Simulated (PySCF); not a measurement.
## vinylene carbonate: calculation against experiment

**What was measured.**

From NIST CCCBDB Release 22 (SRD 101), experimental dipoles, for the gas: dipole moment (microwave Stark effect, vibrational ground state) 4.51 D.

The runs below try to reproduce these values; the comparison stands at the end.

Compound: vinylene carbonate, C3H2O3.
Numbering: `[O:1]=[c:2]1[o:3][cH:4][cH:5][o:6]1` (hydrogens: H7 on C4; H8 on C5)

Cartesian coordinates in Å at the PBE0-D3(BJ)/def2-SVP level; atoms count from 1:
```xyz
8
C3H2O3 angstrom
O      2.4670    0.1518    0.3903
C      1.3002    0.0737    0.2084
O      0.4917    1.0608   -0.2662
C     -0.7817    0.5696   -0.3269
C     -0.7649   -0.6950    0.0989
O      0.5210   -1.0175    0.4345
H     -1.5666    1.2279   -0.6855
H     -1.5284   -1.4569    0.2183
```

The PySCF runs (gas phase, on this PBE0-D3(BJ)/def2-SVP geometry; no spin–orbit coupling):

```json
{"level": "PBE0/pcSseg-1", "job": "shieldings, ring-centre shieldings, charges and field gradients", "basis functions": "112"}
{"level": "PBE0/pcSseg-2", "job": "shieldings, ring-centre shieldings", "basis functions": "244"}
{"level": "B3LYP/def2-SVPD", "job": "10 singlets by full TDDFT, 4 Tamm–Dancoff triplets, polarisability, ΔSCF ions", "basis functions": "145"}
{"level": "BHandHLYP/def2-SVPD", "job": "10 singlets by full TDDFT, 4 Tamm–Dancoff triplets, polarisability, ΔSCF ions", "basis functions": "145"}
{"level": "HF/def2-SVPD", "job": "10 singlets by TDHF, 4 Tamm–Dancoff triplets, polarisability, ΔSCF ions", "basis functions": "145"}
{"level": "PBE/def2-SVPD", "job": "10 singlets by full TDDFT, 4 Tamm–Dancoff triplets, polarisability, ΔSCF ions", "basis functions": "145"}
{"level": "PBE0/6-31+G*", "job": "10 singlets by full TDDFT, 4 Tamm–Dancoff triplets, polarisability", "basis functions": "112"}
{"level": "PBE0/aug-cc-pVDZ", "job": "10 singlets by full TDDFT, 4 Tamm–Dancoff triplets, polarisability", "basis functions": "156"}
{"level": "PBE0/def2-TZVPD", "job": "10 singlets by full TDDFT, 4 Tamm–Dancoff triplets, polarisability", "basis functions": "249"}
{"level": "CAM-B3LYP/def2-SVPD", "job": "10 singlets by full TDDFT, 4 Tamm–Dancoff triplets, polarisability, ΔSCF ions", "basis functions": "145"}
{"level": "LC-wPBE/def2-SVPD", "job": "10 singlets by full TDDFT, 4 Tamm–Dancoff triplets, polarisability, ΔSCF ions", "basis functions": "145"}
{"level": "B3LYP/pcJ-1", "job": "spin–spin couplings from 8 perturbed nuclei", "basis functions": "182"}
```

All basis functions are spherical.

## Comparison

**Dipole moment.** Measured: 4.51 D (NIST CCCBDB Release 22 (SRD 101), experimental dipoles).

```json
{"level": "PBE0/pcSseg-1", "computed (D)": "4.75", "computed − measured (D)": "+0.24", "% (from the printed values)": "+5"}
{"level": "PBE0/pcSseg-2", "computed (D)": "4.65", "computed − measured (D)": "+0.14", "% (from the printed values)": "+3"}
{"level": "B3LYP/def2-SVPD", "computed (D)": "4.69", "computed − measured (D)": "+0.18", "% (from the printed values)": "+4"}
{"level": "BHandHLYP/def2-SVPD", "computed (D)": "4.87", "computed − measured (D)": "+0.36", "% (from the printed values)": "+8"}
{"level": "HF/def2-SVPD", "computed (D)": "5.08", "computed − measured (D)": "+0.57", "% (from the printed values)": "+13"}
{"level": "PBE/def2-SVPD", "computed (D)": "4.49", "computed − measured (D)": "-0.02", "% (from the printed values)": "0"}
{"level": "PBE0/6-31+G*", "computed (D)": "4.80", "computed − measured (D)": "+0.29", "% (from the printed values)": "+6"}
{"level": "PBE0/aug-cc-pVDZ", "computed (D)": "4.58", "computed − measured (D)": "+0.07", "% (from the printed values)": "+2"}
{"level": "PBE0/def2-TZVPD", "computed (D)": "4.56", "computed − measured (D)": "+0.05", "% (from the printed values)": "+1"}
{"level": "CAM-B3LYP/def2-SVPD", "computed (D)": "4.78", "computed − measured (D)": "+0.27", "% (from the printed values)": "+6"}
{"level": "LC-wPBE/def2-SVPD", "computed (D)": "4.75", "computed − measured (D)": "+0.24", "% (from the printed values)": "+5"}
{"level": "B3LYP/pcJ-1", "computed (D)": "4.77", "computed − measured (D)": "+0.26", "% (from the printed values)": "+6"}
```

12 of the 18 levels run are shown, the closest and the furthest among them. Closest is PBE/def2-SVPD (-0.02 D), furthest HF/def2-SVPD (+0.57 D); one molecule doesn't rank methods. The computed dipoles belong to one fixed geometry; measured ones are averaged over vibrations unless marked μe. Magnitudes are compared, not signs.

No measured geometry was used, and the causes of the misses weren't examined.
